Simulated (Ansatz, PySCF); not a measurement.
Noncovalent pair: H2O (SMILES O) (first 3 atoms) with H2O (SMILES O); geometry from S66by8 set.
(charge 0, multiplicity 1):
```xyz
6

O     -1.524    -0.044     0.005
H     -1.844     0.859    -0.017
H     -0.565     0.055     0.000
O      1.447     0.039    -0.005
H      1.823    -0.400     0.762
H      1.819    -0.437    -0.750
```

Basis-set superposition error: the interaction energy with monomers in their own basis, and in the dimer's basis (counterpoise).

Programs: Ansatz (a first-principles code) with Gaussian orbitals; PySCF for 6-31G* rows, M06-2X. Values without a source in brackets are computed.

| level | uncorrected (kJ/mol) | counterpoise (kJ/mol) | difference |
|---|---|---|---|
| BLYP/def2-TZVPPD | -16.8 | -16.7 | 0.1 |
| B3LYP/6-31G* | -29.5 | -23.5 | 6.0 |
| PBE0/def2-TZVPPD | -20.4 | -20.3 | 0.1 |
| M06-2X/def2-TZVPPD | -21.0 | -20.9 | 0.1 |
| CAM-B3LYP/def2-TZVPPD | -21.5 | -21.4 | 0.1 |
| wB97M-V/def2-TZVPPD | -20.7 | -20.6 | 0.1 |
| MP2/aug-cc-pVDZ | -21.7 | -18.5 | 3.2 |
| SCS-MP2/aug-cc-pVTZ | -19.9 | -17.9 | 2.0 |
| CCSD/aug-cc-pVTZ | -20.6 | -18.9 | 1.7 |
| CCSD(T)/aug-cc-pVTZ | -21.6 | -19.8 | 1.8 |

The error is largest for B3LYP/6-31G* (6.0 kJ/mol) and smallest for PBE0/def2-TZVPPD (0.1 kJ/mol).
